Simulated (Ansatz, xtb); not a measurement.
**CH5BN+: which of two isomers lies lower**

Structure X: `B=[NH+]C`, a singlet. Structure Y: `B1C[NH2+]1`, a singlet. Both are isolated ions in the gas phase, relaxed with B3LYP-D3(BJ)/def2-SVP.

X (Å):

```yaml
atoms:
  - { symbol: C, position_ang: [1.0519, -0.4206, -0.5301] }
  - { symbol: B, position_ang: [-0.9079, -1.8260, -1.2716] }
  - { symbol: N, position_ang: [0.1193, -1.5895, -0.4873] }
  - { symbol: H, position_ang: [-1.8305, -2.0295, -1.9830] }
  - { symbol: H, position_ang: [0.3285, -2.2745, 0.2519] }
  - { symbol: H, position_ang: [0.7610, 0.2572, -1.3413] }
  - { symbol: H, position_ang: [2.0692, -0.7957, -0.7039] }
  - { symbol: H, position_ang: [0.9944, 0.1035, 0.4330] }
```

Y (Å):

```yaml
atoms:
  - { symbol: C, position_ang: [0.4773, -1.9089, -0.6520] }
  - { symbol: B, position_ang: [-0.4726, -0.9738, -1.3488] }
  - { symbol: N, position_ang: [0.5845, -0.3958, -0.4129] }
  - { symbol: H, position_ang: [-1.3501, -0.5750, -2.0385] }
  - { symbol: H, position_ang: [0.1722, -2.4730, 0.2386] }
  - { symbol: H, position_ang: [1.3451, -2.3331, -1.1731] }
  - { symbol: H, position_ang: [1.3963, 0.1071, -0.7918] }
  - { symbol: H, position_ang: [0.3177, -0.0215, 0.5059] }
```

Quicker runs give these differences E(Y) − E(X): GFN2-xTB +9.2 kcal/mol; HF/STO-3G +5.0 kcal/mol (at GFN2-xTB geometries); r2SCAN-D4/def2-SVP +6.8 kcal/mol (at GFN2-xTB geometries).

Estimate E(Y) − E(X) at the level CCSD(T)/def2-TZVPP.

Calculated at CCSD(T)/def2-TZVPP: E(Y) − E(X) = +9.0 kcal/mol, so structure X lies lower.

Level by level:

```tsv
level	geometry	E(Y) − E(X) (kcal/mol)	departure from the last row (kcal/mol)	job, with rough time for the two
GFN2-xTB	GFN2-xTB	+9.2	+0.3	optimisation, 0.096 s
HF/STO-3G	GFN2-xTB	+5.0	−4.0	single point, 0.16 s
r2SCAN-D4/def2-SVP	GFN2-xTB	+6.8	−2.2	single point, 1.9 s
B3LYP-D3(BJ)/def2-SVP	B3LYP-D3(BJ)/def2-SVP	+10.1	+1.1	optimisation, 14 s
HF/def2-TZVPP	B3LYP-D3(BJ)/def2-SVP	+11.9	+2.9	part of the CCSD(T) run
MP2/def2-TZVPP	B3LYP-D3(BJ)/def2-SVP	+8.9	−0.1	part of the CCSD(T) run
CCSD(T)/def2-TZVPP	B3LYP-D3(BJ)/def2-SVP	+9.0		single point, 35 s
```

As drawn, Y has 1 C–B, 1 B–N, 1 N–H in place of 1 B=N, 1 C–H. Structure X has no ring, Y a 3-membered ring.

None of the levels shown reverses the order. The largest departure from CCSD(T)/def2-TZVPP is that of HF/STO-3G, 4.0 kcal/mol.

With harmonic frequencies from B3LYP-D3(BJ)/def2-SVP (ideal gas, rigid rotor, one conformer each, 400 K, 1 atm): the zero-point term adds +0.2 kcal/mol; ΔH is +8.7 and ΔG +10.0 kcal/mol.

The correlated steps freeze 3 core orbitals. Programs: Ansatz 0.2.0, xtb 6.7.1; the last row on 2 threads of Arm Neoverse V1 on a shared host.
